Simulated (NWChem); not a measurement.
**C2H3F3 (1,1,1-trifluoroethane) at 5 levels**

Wanted: a comparison of 5 runs (HF/STO-3G, HF/3-21G, B3LYP/6-31G*, MP3/cc-pVDZ) of C2H3F3 (1,1,1-trifluoroethane). 

Program for the calculation: NWChem 7.3.0.

2 further runs of the same task are left out: 2 set aside as unsound or not needed.

**1. Starting point**

C2H3F3: 8 atoms, total charge 0, spin state singlet. SMILES: `CC(F)(F)F`. Geometry: relaxed at PBE0-D4/def2-TZVP.

Bond lengths: C1–C2 1.497 Å, C2–F3 1.341 Å, C2–F4 1.341 Å, C2–F5 1.341 Å, C1–H6 1.089 Å, C1–H7 1.089 Å, C1–H8 1.089 Å. Some angles: C1–C2–F3 111.8°, C1–C2–F4 111.8°, C1–C2–F5 111.8°, F3–C2–F4 107.1°, F3–C2–F5 107.1°, F4–C2–F5 107.1°, C2–C1–H6 109.3°, C2–C1–H7 109.3°, C2–C1–H8 109.3°, H6–C1–H7 109.7°.

**2. Energy and forces at HF/STO-3G (run 1)**

Contents of run.py:

```python
from ase import Atoms
from ase.calculators.nwchem import NWChem

system = Atoms('CCFFFHHH', positions=[
    [-0.615400, -0.141500, 0.471500],
    [0.557600, 0.109900, -0.423700],
    [1.692800, -0.382000, 0.093900],
    [0.395200, -0.458200, -1.627700],
    [0.754200, 1.420300, -0.629900],
    [-0.441600, 0.335800, 1.434900],
    [-0.738000, -1.214600, 0.611200],
    [-1.512600, 0.273100, 0.014000],
])

calc = NWChem(
    label='input',
    theory='scf',
    memory='2200 mb',
    basis='STO-3G',
    basispar='spherical bse',
    scf={'nopen': '0', 'rhf': None, 'thresh': '1e-08', 'maxiter': '80'},
)
system.calc = calc

forces = system.get_forces()
e = system.get_potential_energy()
print(f"E = {e:.6f} eV")
print("forces (eV/A):")
for s, f in zip(system.symbols, forces):
    print(f"{s:2s} {f[0]:10.5f} {f[1]:10.5f} {f[2]:10.5f}")
print("dipole (e A):", system.get_dipole_moment().round(4))
```

Run with:

```sh
export ASE_NWCHEM_COMMAND="nwchem PREFIX.nwi > PREFIX.nwo"
python run.py
```

Standard output:

```text
E = -10086.834900 eV
forces (eV/A):
C    -2.09740   -0.44717    1.60041
C     0.47704    0.09580   -0.36787
F     1.95856   -0.94072    1.06644
F    -0.44218   -1.08022   -2.11628
F     0.22225    2.39961   -0.27362
H    -0.13997   -0.12737   -0.13447
H    -0.07451    0.21330    0.04721
H     0.09621   -0.11323    0.17823
dipole (e A): [-0.2573 -0.0551  0.1964]
```

The calculator wrote input.nwi:

```
title "input"

permanent_dir input

scratch_dir input

start input

geometry units angstrom nocenter noautosym noautoz
  C  -6.1539999999999995e-01 -1.4149999999999999e-01 4.7149999999999997e-01
  C  5.5759999999999998e-01 1.0990000000000000e-01 -4.2370000000000002e-01
  F  1.6928000000000001e+00 -3.8200000000000001e-01 9.3899999999999997e-02
  F  3.9520000000000000e-01 -4.5820000000000000e-01 -1.6276999999999999e+00
  F  7.5419999999999998e-01 1.4202999999999999e+00 -6.2990000000000002e-01
  H  -4.4159999999999999e-01 3.3579999999999999e-01 1.4349000000000001e+00
  H  -7.3799999999999999e-01 -1.2145999999999999e+00 6.1119999999999997e-01
  H  -1.5125999999999999e+00 2.7310000000000001e-01 1.4000000000000000e-02
end

memory 2200 mb

basis spherical bse noprint
   * library STO-3G
end

scf
  nopen 0
  rhf
  thresh 1e-08
  maxiter 80
end

task scf gradient
```

input.nwo:

```text
Northwest Computational Chemistry Package (NWChem) 7.3.0
             --------------------------------------------------------

           Job information
           ---------------

    nwchem branch   = 7.3.0
    use scalapack   = T
    input           = input.nwi
    prefix          = input.
    data base       = input/input.db
    status          = startup
    nproc           =        1

           Memory information
           ------------------

    heap     =     72089594 doubles =      550.0 Mbytes
    stack    =     72089599 doubles =      550.0 Mbytes
    global   =    144179200 doubles =     1100.0 Mbytes (distinct from heap & stack)
    total    =    288358393 doubles =     2200.0 Mbytes
    verify   = yes
    hardfail = no

           Directory information
           ---------------------

  0 permanent = input
  0 scratch   = input

                                NWChem Input Module
                                -------------------

                                       input
                                       -----

[... 124 lines left out ...]
 Convergence threshold     :          1.000E-08
[... 13 lines left out ...]
       Final RHF  results
[... 3 lines left out ...]
      One-electron energy =   -920.520362762180
[... 1 line left out ...]
 Nuclear repulsion energy =    202.116407627676
[... 36 lines left out ...]
                       ROHF Final Molecular Orbital Analysis
[... 193 lines left out ...]
     1   1 0 0     -0.486225      0.000000     42.595936
[... 8 lines of this table left out ...]
     2   0 0 2    -18.947079      0.000000    115.483541

                              NWChem Gradients Module
                              -----------------------

                                       input

  wavefunction    =   RHF

                         RHF ENERGY GRADIENTS

    atom               coordinates                        gradient
                 x          y          z           x          y          z
   1 C      -1.162937  -0.267396   0.891006    0.040788   0.008696  -0.031123
   2 C       1.053711   0.207681  -0.800677   -0.009277  -0.001863   0.007154
   3 F       3.198928  -0.721875   0.177445   -0.038088   0.018294  -0.020739
[... 4 lines of this table left out ...]
   8 H      -2.858400   0.516084   0.026456   -0.001871   0.002202  -0.003466

                 ----------------------------------------
                 |  Time  |  1-e(secs)   |  2-e(secs)   |
                 ----------------------------------------
                 |  CPU   |       0.00   |       0.11   |
                 ----------------------------------------
                 |  WALL  |       0.00   |       0.11   |
                 ----------------------------------------

 Task  times  cpu:        1.1s     wall:        1.1s
 Total times  cpu:        1.2s     wall:        1.2s
```

Run time: 2.5 s. Hardware: 1 thread of Intel Xeon 6975P-C (Granite Rapids), shared host; peak memory 0.099 GiB.

**3. Energy and forces at HF/3-21G (run 2)**

Contents of mymol.nw:

```
start mymol
title "C2H3F3 hf"
memory stack 880 mb heap 220 mb global 1100 mb
geometry units au noautosym nocenter noautoz
C     -1.16293746    -0.26739625     0.89100587
C      1.05371129     0.20768090    -0.80067696
F      3.19892838    -0.72187538     0.17744528
F      0.74681976    -0.86587251    -3.07590721
F      1.42523144     2.68397801    -1.19033849
H     -0.83450306     0.63457003     2.71156802
H     -1.39461788    -2.29526135     1.15500061
H     -2.85839974     0.51608420     0.02645617
end
basis "ao basis" spherical bse
C library 3-21G
F library 3-21G
H library 3-21G
end
scf
thresh 1e-08
maxiter 80
print medium
end
task scf gradient
```

Run with:

```sh
nwchem mymol.nw > mymol.out
```

Standard output:

```text
[...]
  functions       =    51
[...]
  wavefunction    = RHF
[...]
         Total SCF energy =   -373.789165165138
      One-electron energy =   -920.618440709837
      Two-electron energy =    344.712882304059
 Nuclear repulsion energy =    202.116393240640
        Time for solution =      1.0s
[...]
                         RHF ENERGY GRADIENTS
    atom               coordinates                        gradient
                 x          y          z           x          y          z
   1 C      -1.162937  -0.267396   0.891006    0.002214   0.000442  -0.001686
   2 C       1.053711   0.207681  -0.800677    0.009569   0.002146  -0.007244
   3 F       3.198928  -0.721875   0.177445   -0.009597   0.005089  -0.006130
   4 F       0.746820  -0.865873  -3.075907    0.003009   0.005809   0.010560
   5 F       1.425231   2.683978  -1.190338   -0.000483  -0.012503   0.000914
   6 H      -0.834503   0.634570   2.711568    0.001595   0.003401   0.006386
   7 H      -1.394618  -2.295261   1.155001   -0.000465  -0.007345   0.000668
   8 H      -2.858400   0.516084   0.026456   -0.005841   0.002961  -0.003468
[...]
```

Run time: 1.9 s. Hardware: 1 thread of Intel Xeon 6975P-C (Granite Rapids), shared host; peak memory 0.096 GiB.

Runs 3 to 4 aren't shown in full; the table further down has their settings and results.

**4. A single-point energy at MP3/cc-pVDZ (run 5)**

Contents of run.py:

```python
from ase import Atoms
from ase.calculators.nwchem import NWChem

atoms = Atoms('CCFFFHHH', positions=[
    [-0.615400, -0.141500, 0.471500],
    [0.557600, 0.109900, -0.423700],
    [1.692800, -0.382000, 0.093900],
    [0.395200, -0.458200, -1.627700],
    [0.754200, 1.420300, -0.629900],
    [-0.441600, 0.335800, 1.434900],
    [-0.738000, -1.214600, 0.611200],
    [-1.512600, 0.273100, 0.014000],
])

calc = NWChem(
    label='struct',
    theory='tce',
    memory='stack 330 mb heap 110 mb global 1760 mb',
    basis='cc-pVDZ',
    basispar='spherical bse',
    scf={'nopen': '0', 'rhf': None, 'thresh': '1e-08', 'maxiter': '80', 'print': 'low'},
    tce={'scf': None, 'mbpt3': None, 'freeze': 'core 5', 'maxiter': '60'},
    task='energy',
)
atoms.calc = calc

e = atoms.get_potential_energy()
print(f"E = {e:.6f} eV")
```

Run with:

```sh
export ASE_NWCHEM_COMMAND="nwchem PREFIX.nwi > PREFIX.nwo"
python run.py
```

Standard output:

```text
E = -10250.173097 eV
```

The calculator wrote struct.nwi:

```
title "struct"

permanent_dir struct

scratch_dir struct

start struct

geometry units angstrom nocenter noautosym noautoz
  C  -6.1539999999999995e-01 -1.4149999999999999e-01 4.7149999999999997e-01
  C  5.5759999999999998e-01 1.0990000000000000e-01 -4.2370000000000002e-01
  F  1.6928000000000001e+00 -3.8200000000000001e-01 9.3899999999999997e-02
  F  3.9520000000000000e-01 -4.5820000000000000e-01 -1.6276999999999999e+00
  F  7.5419999999999998e-01 1.4202999999999999e+00 -6.2990000000000002e-01
  H  -4.4159999999999999e-01 3.3579999999999999e-01 1.4349000000000001e+00
  H  -7.3799999999999999e-01 -1.2145999999999999e+00 6.1119999999999997e-01
  H  -1.5125999999999999e+00 2.7310000000000001e-01 1.4000000000000000e-02
end

memory stack 330 mb heap 110 mb global 1760 mb

basis spherical bse noprint
   * library cc-pVDZ
end

scf
  nopen 0
  rhf
  thresh 1e-08
  maxiter 80
  print low
end
tce
  scf
  mbpt3
  freeze core 5
  maxiter 60
end

task tce energy
```

struct.nwo:

```text
Northwest Computational Chemistry Package (NWChem) 7.3.0
             --------------------------------------------------------

           Job information
           ---------------

    nwchem branch   = 7.3.0
    use scalapack   = T
    input           = struct.nwi
    prefix          = struct.
    data base       = struct/struct.db
    status          = startup
    nproc           =        1

           Memory information
           ------------------

    heap     =     14417918 doubles =      110.0 Mbytes
    stack    =     43253755 doubles =      330.0 Mbytes
    global   =    230686720 doubles =     1760.0 Mbytes (distinct from heap & stack)
    total    =    288358393 doubles =     2200.0 Mbytes
    verify   = yes
    hardfail = no

           Directory information
           ---------------------

  0 permanent = struct
  0 scratch   = struct

                                NWChem Input Module
                                -------------------

                                      struct
                                      ------

[... 25 lines left out ...]
            Nuclear Dipole moment (a.u.)
[... 73 lines left out ...]
       Final RHF  results
[... 2 lines left out ...]
         Total SCF energy =   -375.840220890520
      One-electron energy =   -923.461394502558
      Two-electron energy =    345.504765984363
 Nuclear repulsion energy =    202.116407627676
[... 109 lines left out ...]
 2-e file size   =         59899904
 2-e file name   = struct/struct.v2
 T1-number-of-tasks                    2

 t1 file size   =             1024
 t1 file name   = struct/struct.t1
 t1 file handle =       -999
 T2-number-of-boxes                    7

 t2 file size   =          1835008
 t2 file name   = struct/struct.t2
 t2 file handle =       -996

 MBPT(2) iterations
 --------------------------------------------------------
 Iter          Residuum       Correlation     Cpu    Wall
 --------------------------------------------------------
    1   0.0000000000062  -0.8307677853406     0.1     0.1
 --------------------------------------------------------
 Iterations converged
 MBPT(2) correlation energy / hartree =        -0.830767785340551
 MBPT(2) total energy / hartree       =      -376.670988675860372

 MBPT(3) iterations
 --------------------------------------------------------
 Iter          Residuum       Correlation     Cpu    Wall
 --------------------------------------------------------
    1   0.2319509859936   0.0000000000000     1.1     1.1
    2   0.0000000000154  -0.0159279057658     1.0     1.0
 --------------------------------------------------------
 Iterations converged
 MBPT(3) correlation energy / hartree =        -0.015927905765802
 MBPT(3) total energy / hartree       =      -376.686916581626178

 Task  times  cpu:       37.0s     wall:       37.0s
 Total times  cpu:       37.1s     wall:       37.1s
```

Wall time 39 s (1 thread of Intel Xeon 6975P-C (Granite Rapids), shared host); peak memory 1.4 GiB.

**5. All runs side by side**

| run | level | Cartesian functions | iteration cap | energy (Eh) | dipole moment (D) | HOMO energy (eV) | LUMO energy (eV) | wall time |
| --- | --- | --- | --- | --- | --- | --- | --- | --- |
| 1 | HF/STO-3G | no | 80 | -370.684348 | 1.58 | -11.29 | 15.13 | 2.5 s |
| 2 | HF/3-21G | no | 80 | -373.789165 | 2.69 | -15.11 | 7.47 | 1.9 s |
| 3 | B3LYP/6-31G* (Cartesian functions) | yes | 100 | -377.554476 | – | – | – | 26 s |
| 4 | B3LYP/6-31G* (spherical functions) | no | 100 | -377.550556 | 2.01 | -10.16 | 2.93 | 23 s |
| 5 | MP3/cc-pVDZ | no | 80 | -376.686917 | – | – | – | 39 s |

**6. What came out**

| quantity | value |
| --- | --- |
| run 5: total energy | -376.68692 Eh |
| run 5: correlation energy (5 core orbitals frozen) | -846.7 mEh |

Over runs 1, 2, 4 the dipole moment (its size) runs from 1.58 D (HF/STO-3G) to 2.69 D (HF/3-21G). Over runs 1, 2, 4 the HOMO–LUMO gap runs from 13.09 eV (B3LYP/6-31G*) to 26.42 eV (HF/STO-3G). The two ends differ in method and basis. In run 1 the basis is minimal, so the values are rough. All runs together took 92 s, the longest 39 s.
